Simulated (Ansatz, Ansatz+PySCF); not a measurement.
```xyz
3

P     0.0000    0.0000   -0.1388
H     1.0561    0.0000    0.8790
H    -1.0561    0.0000    0.8790
```

Basis set: cc-pVTZ on H; cc-pV(T+d)Z on P (spherical functions). Correlated methods keep 5 orbitals frozen. Correlation on ROHF uses semicanonical orbitals with singles. Charge 0, multiplicity 2.

Computed with Ansatz (development build ahead of 0.2.0); each method stands on the lowest determinant of its kind that the runs found.

The atomization energy at this shape (free ground-state atoms in the same class of orbitals less the molecule, no zero-point energy) of doublet PH₂:

```
  method  atomization energy
ROHF-MP2             6.14 eV
 UHF-MP2             6.11 eV
```

(1) What does UHF-CCSD(T) give?

Answers

(1) 6.42 eV.
